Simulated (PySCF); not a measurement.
Some computed properties have been withheld. Give your best values.

C3H4N2S.
Z-matrix (Å and degrees, GFN2-xTB geometry), rows numbered from 1:
```
N 
C   1  1.3555
N   2  1.2855  1  124.97
C   3  1.3590  2  111.58  1   176.35
C   4  1.3515  3  115.98  2     0.40
S   5  1.7327  4  110.36  3    -0.28
H   1  1.0057  2  117.69  3   160.78
H   1  1.0071  2  115.60  3    16.16
H   4  1.0747  3  118.48  2  -179.75
H   5  1.0698  4  129.45  3   179.81
```

```json
{"property": "rotational constants A, B, C of the GFN2-xTB geometry", "level": "GFN2-xTB", "value": "?"}
{"property": "dipole moment", "level": "B3LYP/def2-SVPD", "value": "?"}
{"property": "HOMO energy", "level": "B3LYP/def2-SVPD", "value": "-5.95 eV"}
{"property": "LUMO energy", "level": "B3LYP/def2-SVPD", "value": "?"}
{"property": "lowest singlet excitation", "level": "TDDFT B3LYP/def2-SVPD", "value": "?"}
{"property": "strongest line among the 8 lowest singlet transitions", "level": "TDDFT B3LYP/def2-SVPD", "value": "S2 at 5.10 eV (243 nm, f = 0.122)"}
{"property": "lowest triplet excitation (Tamm–Dancoff)", "level": "TDA B3LYP/def2-SVPD", "value": "?"}
{"property": "static isotropic polarisability", "level": "B3LYP/def2-SVPD", "value": "68.2 au"}
{"property": "electronic spatial extent ⟨r²⟩ about the centre of nuclear charge", "level": "B3LYP/def2-SVPD", "value": "?"}
```

Electronic properties: PySCF, gas phase, density fitting.

Question: The LUMO energy?

Answer: -0.46 eV.

Question: The lowest triplet excitation (Tamm–Dancoff)?

Answer: 3.54 eV.

Question: Give the lowest singlet excitation.

Answer: 4.59 eV (270 nm, f = 0.002).

Question: The rotational constants A, B, C of the GFN2-xTB geometry?

Answer: 5.341, 3.465, 2.104 GHz.

Question: Give the electronic spatial extent ⟨r²⟩ about the centre of nuclear charge.

Answer: 572 bohr².

Question: What is the dipole moment?

Answer: 1.73 D.

The rotational constants make it an asymmetric top with κ = (2B − A − C)/(A − C) = -0.16, nearer the prolate limit (−1). In wavenumbers S1 is 37000 cm⁻¹ (1 eV = 8065.54 cm⁻¹). The polarisability is 10.11 Å³ as a volume (1 au = 0.148185 Å³), or 1.31 au for each of the 52 electrons. With B = h/(8π²I), that is 505.379 GHz u Å² over I, the principal moments of inertia are 94.6, 145.9 and 240.2 u Å² (most abundant isotopes); the inertial defect Ic − Ia − Ib is -0.3 u Å² (zero for a rigid planar frame, negative otherwise). The largest Löwdin shares of the HOMO are 0.24 on C5, 0.21 on N1, 0.16 on C4 and 0.11 on S6.

For the TDDFT job (B3LYP/def2-SVPD), hardware: Arm Neoverse V2, one thread, no GPU (shared host). Cost: 12 s.
